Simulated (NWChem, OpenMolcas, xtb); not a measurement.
BH2ClO (SMILES OBCl): the HOMO–LUMO gap, rung by rung

BH2ClO: 5 atoms, total charge 0, spin state singlet. SMILES: `OBCl`. The coordinates come from a PBE0-D4/def2-TZVP relaxation. This is one conformer, not always the lowest.

Each level gives the HOMO–LUMO gap (eV). The values are calculated.

```tsv
level	kind	program	value (eV)	CPU time
GFN1-xTB	semi-empirical	xtb	6.17	under 2 s
HF/def2-SVPD	Hartree–Fock	OpenMolcas	14.38	6.4 s
SVWN5/def2-SVPD	LDA	NWChem	6.13	17 s
BLYP/def2-SVPD	GGA	OpenMolcas	6.28	22 s
TPSS/def2-SVPD	meta-GGA	OpenMolcas	6.62	30 s
M06-2X/def2-SVPD	hybrid meta-GGA	NWChem	10.87	35 s
B2PLYP/def2-SVPD	double hybrid	OpenMolcas	11.23	17 s
```

The values span 6.13 to 14.38 eV. Orbital gaps aren't excitation energies, and those of double hybrids come from the SCF part alone; they tend to grow with the share of exact exchange. Times are those of the runs behind each value, whatever else they computed, on shared processors of several kinds: orders of magnitude only.
